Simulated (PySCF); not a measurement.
**How good is the calculation?**

Mapped SMILES: `[CH3:1][CH2:2][S:3](=[O:4])(=[O:5])[Cl:6]` (H(Xn): hydrogen on atom n).

What is known from experiment: δ ¹³C C2 60.2; C1 9.1 ppm (measured; solution, not stated per compound (mostly CDCl3 or CCl4); Pretsch, Buehlmann, Badertscher, Structure Determination of Organic Compounds, 4th ed. (2009)).

PySCF 2.14 calculation with KT3/pcSseg-2 with gauge-including orbitals and PBE0-D3(BJ)/def2-SVP structure; rapidly exchanging positions averaged, no solvent, single conformer, no relativistic terms.

(1) Set the calculated values beside the experiment.

(2) How far are the unscaled ¹³C shifts from the references?

## Answers

(1) 
Reference values: measured (solution, not stated per compound (mostly CDCl3 or CCl4); Pretsch, Buehlmann, Badertscher, Structure Determination of Organic Compounds, 4th ed. (2009)).
```tsv
atoms	quantity	reference	computed
C2	δ ¹³C	60.2	65.0
C1	δ ¹³C	9.1	12.3
```

Computed shifts are σ(ref) − σ with the named reference compound (TMS for H and C) calculated as an isolated molecule at the same level.

(2) Mean signed difference +4.00 ppm, mean absolute 4.00 ppm over 2 comparisons; the largest is +4.8 ppm at C2 (sp3 CH2 bonded to S).
